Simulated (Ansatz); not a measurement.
We consider bcc Na, described by r²SCAN-D4 (PAW; Ansatz, an electronic-structure program).

Settings: plane-wave cutoff 500 eV, 24×24×24 k mesh, Fermi–Dirac smearing 0.1 eV, scalar-relativistic PAW data made under PBE.

Computed at the level's own relaxed cell.

**Question.** Give the computed equilibrium volume per atom and lattice constant a.

**Answer.** 
* **equilibrium volume per atom**: 37.63 Å³/atom
* **lattice constant a**: 4.222 Å

Measured, for comparison: equilibrium volume per atom 37.42 Å³/atom (static lattice: zero-point anharmonic expansion removed; as tabulated in Mejia-Rodriguez and Trickey (2018), arXiv:1807.09216); lattice constant a 4.214 Å (static lattice: zero-point anharmonic expansion removed, our sources range from 4.207 to 4.214; as tabulated in Mejia-Rodriguez and Trickey (2018), arXiv:1807.09216). Computed (rounded) less measured: equilibrium volume per atom +0.6 %, lattice constant a +0.2 % (+0.2 % to +0.4 % over the range).

Note: a distance lies near a switch of the dispersion term, which can move the cell.

Cost on a shared machine: roughly 70 core-seconds.
